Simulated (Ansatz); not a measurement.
We consider zinc-blende BP, described by G0W0@HSE06 (Ansatz, a program for electronic structure, hard PAW, contour deformation).

The cell has the measured lattice parameters. Conventional cell: a = 4.5380 Å, b = 4.5380 Å, c = 4.5380 Å, α = 90.00°, β = 90.00°, γ = 90.00°.

The quasiparticle gap at Γ at a fixed k mesh 4×4×4:

```tsv
response cutoff	value (eV)
150 eV, 179 empty bands	4.661
200 eV, 276 empty bands	4.688
250 eV, 385 empty bands	4.701
300 eV, 506 empty bands	4.707
```

Taking the value to converge with the response cutoff E as E^(−3/2), extrapolate from the last two rows.

With y = y∞ + c/w and weights w = 3953 and 5196 for the last two rows, y∞ = (w2 y2 − w1 y1)/(w2 − w1) = (5196 × 4.707 − 3953 × 4.701)/1243 = 4.726 eV, which lies 0.019 beyond the last row. Successive pairs of rows give 4.738, 4.734, 4.726. The limit also hangs on the law assumed, so its last digits aren't firm.

The other settings are not extrapolated, so this is the limit in one setting alone.

The smallest gap on this mesh is 2.34 eV, away from Γ.

Note: GW on a hybrid start was not checked against another program.
